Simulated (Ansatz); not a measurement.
Chalcopyrite CdGeAs2, treated with RPBE (Ansatz, a first-principles code, plane waves, PAW).

Numerical settings: plane-wave cutoff 520 eV, 8×8×8 k mesh, Fermi–Dirac smearing 0.01 eV, scalar-relativistic PAW data made under PBE.

The volume scan:

| V (Å³/atom) | E − E_lowest (meV/atom) |
|---|---|
| 26.074 | 6.95 |
| 26.617 | 1.68 |
| 27.161 | 0.00 |
| 27.704 | 1.51 |
| 28.247 | 5.88 |

Q: Fit the third-order Birch–Murnaghan equation and give B0 and B′.

A: V0 = 27.165 Å³/atom, B0 = 47.0 GPa, B′ = 4.7 (fit to the energies at full precision).

Shape and atoms are relaxed at each volume.

Measured, for comparison: bulk modulus 69.9 GPa (temperature not stated, not corrected to a static lattice; as tabulated in Toher et al. (2017), arXiv:1611.05714). Computed (rounded) less measured: bulk modulus -33 %.

Note: the bulk modulus comes from volumes at which shape and atoms were relaxed.

Computed values are for the static lattice.
